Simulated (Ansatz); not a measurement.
# CHFO: geometry and frequencies at several levels

One table from this session's results is given with a row withheld; the runs are named, their logs left out.

Program: Ansatz 0.2.0. Level of theory: the levels named in each step. These are calculated values, not measurements.

## The starting structure

Bond lengths: C2–O3 1.127 Å, F1–H4 0.938 Å.

Coordinates:

```xyz
4

F     0.0000    0.0000   -1.8983
C     0.0000    0.0000    1.9925
O     0.0000    0.0000    0.8656
H     0.0000    0.0000   -0.9598
```

Set-up of the first run:

input.yaml

```yaml
crystal:
  periodic: [false, false, false]
  atoms:
    - { symbol: F, position_ang: [0.0, 0.0, -2.00214026] }
    - { symbol: C, position_ang: [0.0, 0.0, 2.10473288] }
    - { symbol: O, position_ang: [0.0, 0.0, 0.97976502] }
    - { symbol: H, position_ang: [0.0, 0.0, -1.08235765] }
basis:
  gaussian: { orbitals: def2-TZVPP }
hamiltonian:
  xc: pbe0
  dispersion: d4
phonons: {}
```

The run is started by

```bash
> ansatz run input.yaml --threads 2 --pin off --max-ram 5120MiB --backend cpu --events-out ev --progress --plain --runs-dir out
```

Steps of the session up to this table: Frequencies, PBE0-D4/def2-TZVPP; Relaxation, PBE-D4/def2-TZVPP; Frequencies, PBE-D4/def2-TZVPP; Relaxation, r2SCAN-D4/def2-TZVPP; Frequencies, r2SCAN-D4/def2-TZVPP; Relaxation, B3LYP-D4/def2-TZVPP; Frequencies, B3LYP-D4/def2-TZVPP; Relaxation, B2PLYP/def2-TZVPP; Frequencies, B2PLYP/def2-TZVPP.

One of the session's tables, all rows but one given; the rest of the session is left out.

```
               level  C2–O3 (Å)  rotational constants (MHz)  dipole (D)  highest frequency (cm⁻¹)
  PBE0-D4/def2-TZVPP     1.1250                      3466.7        2.18                      4114
   PBE-D4/def2-TZVPP          ?                           ?           ?                         ?
r2SCAN-D4/def2-TZVPP     1.1291                      3430.4        2.13                      4061
 B3LYP-D4/def2-TZVPP     1.1265                      3472.1        2.23                      4047
   B2PLYP/def2-TZVPP     1.1315                      3420.3        2.14                      4088
```

Q: Estimate the row for PBE-D4/def2-TZVPP from the others.

**Answer.** C2–O3 (Å): 1.1380; rotational constants (MHz): 3429.8; dipole (D): 2.10; highest frequency (cm⁻¹): 3931. In the column «C2–O3 (Å)» it is the highest.
